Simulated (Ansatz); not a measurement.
Isolated molecules relaxed with PBE0-D4/def2-TZVP in Ansatz; ΔE leaves out vibrations. CCSD(T)/CBS is the MP2 limit (def2-TZVPP, def2-QZVPP) plus CCSD(T) − MP2 in def2-TZVPP, frozen cores. This one scheme is used for every species, atoms too. DFT in def2-TZVPP. Open shells (•) are unrestricted, without spin–orbit coupling. Spin–orbit coupling would lower the free atoms: a little for C, F. Each species was taken in one conformer, which may not be the lowest.

Reaction (atomization): `F/C=N\CF` → 2 C• + 2 F• + 3 H• + N•

CCSD(T)/CBS gives +3157.3 kJ/mol.

Another level gave +3167.2 kJ/mol. Which?
A. ωB97X-V/def2-TZVPP
B. B97M-V/def2-TZVPP
C. SCS-MP2/def2-TZVPP
D. BLYP/def2-TZVPP

B. B97M-V 3167.2, ωB97X-V 3181.0, BLYP 3192.8, SCS-MP2/def2-TZVPP 3124.2 kJ/mol.

What do rigid-rotor, harmonic-oscillator terms from PBE0-D4/def2-TZVP frequencies (298.15 K, 1 bar) make of the CCSD(T)/CBS value? (Estimate.)

The calculation gave: ΔZPE = -143.6 kJ/mol, ΔH = +3047.9 kJ/mol, ΔS = 832 J/(mol·K), ΔG = +2799.9 kJ/mol. Open shells count their whole term as degenerate.

Largest T1 diagnostic among the species: 0.013.

In def2-TZVPP, CCSD(T) changes the Hartree–Fock value by +935.9 kJ/mol (the triples alone add +67.5 kJ/mol) and MP2 by +1035.9 kJ/mol; breaking electron pairs costs correlation energy, which Hartree–Fock lacks. The D4 term adds +18.0 kJ/mol with B3LYP and +9.3 kJ/mol with PBE0; it sums over pairs of atoms, weighted by their polarisabilities, and B3LYP, whose exchange is more repulsive, gets the larger term. From BLYP to BHLYP (50 % exact exchange), in def2-TZVPP and without D4, ΔE moves by −192.4 kJ/mol: exact exchange takes away binding that semilocal exchange gives to molecules.

B3LYP here is the variant with VWN-RPA as its local correlation; programs differ in this.

For atomizations the MP2-based limit and the directly extrapolated one differ by several kJ/mol either way, and by 10 to 25 for some Ge, Se and Sn compounds, so smaller differences from it don't rank the levels.
